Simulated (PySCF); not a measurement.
Ionisation energy of C by level of theory

C [He] 2s2 2p2 (3P) → C⁺ [He] 2s2 2p1 (2P), as a difference of total energies. Computed with PySCF 2.14 in def2-SVP (3s2p1d, 14 functions), with the non-relativistic Hamiltonian (point nucleus). Correlated levels: valence: 1s2 frozen. The calculations carry no spin-orbit coupling.

```tsv
method	ionisation energy (eV)	error (eV)
UHF	10.913	-0.349
LDA	11.728	+0.466
r2SCAN	11.740	+0.478
MP2 (valence)	11.138	-0.124
SCS-MP2 (valence)	11.027	-0.235
CCSD (valence)	10.981	-0.281
CCSD(T) (valence)	10.988	-0.274
```

Reference: 11.262 eV (measured; NIST levels, between the centres of gravity of the two terms).

Errors of the correlated levels include the incompleteness of this basis and the frozen core.
